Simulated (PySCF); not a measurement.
Computed with PySCF with PBE-D3(BJ)/def2-TZVP // B3LYP-D3(BJ)/def2-TZVP. Isolated molecules, 0 K electronic values unless said otherwise. 

Reference species (SMILES): `[OH+]` (lower triplet) (charge +1, multiplicity 3).

```json
{
 "highest_occupied_spin_orbital": "-23.47 eV"
}
```

Changed species: `[S+]S` (triplet; the order of the spin states depends on the level) (S, X = mercapto, multiplicity 3; the reference has O, X = H, multiplicity 3).

Problem. Predict the effect on the highest occupied spin orbital.

Solution. the highest occupied spin orbital rises by 10.27 eV, to -13.20 eV.
